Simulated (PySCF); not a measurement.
# Core-level binding energies of P2H4

P2H4.
Numbering: `[PH2:1][PH2:2]`

Method: delta-SCF UKS SCAN, pcX-2 on the ionised atom, pcseg-1 elsewhere, spin-free X2C (PySCF). Vertical ΔSCF values, vacuum level as zero.

Question: Give the core binding energies atom by atom.

Answer: 
```tsv
atom(s)	environment	level	binding energy (eV)	2p1/2 (eV)	count
P1/P2	three-coordinate phosphorus	P 2p3/2	136.72	137.61	2
P1/P2	three-coordinate phosphorus	P 1s	2150.28	–	2
```

Question: Give the binding energy of P 1s of P1/P2 in hartree and in kJ/mol.

Answer: 2150.28 eV = 79.0213 Eh = 207470 kJ/mol.

Question: What is the longest wavelength that can ionise P 1s of P1/P2 vertically?

Answer: λ = hc/E = 12398.42 eV Å / 2150.28 eV = 5.766 Å.

The first atom of each set that the bonding makes equivalent was ionised and stands for the set. Spin–orbit and ligand-field terms were added within each 2p shell after the spin-free SCF. 2p1/2 minus 2p3/2 (ligand field included): P 0.89 eV. Isolated species at its PBE0-D3(BJ)/def2-SVP geometry (one conformer only).

The values belong to the conformer `[PH2:1][PH2:2]`: H–P1–P2–H 180°, H–P1–P2–H 87°.
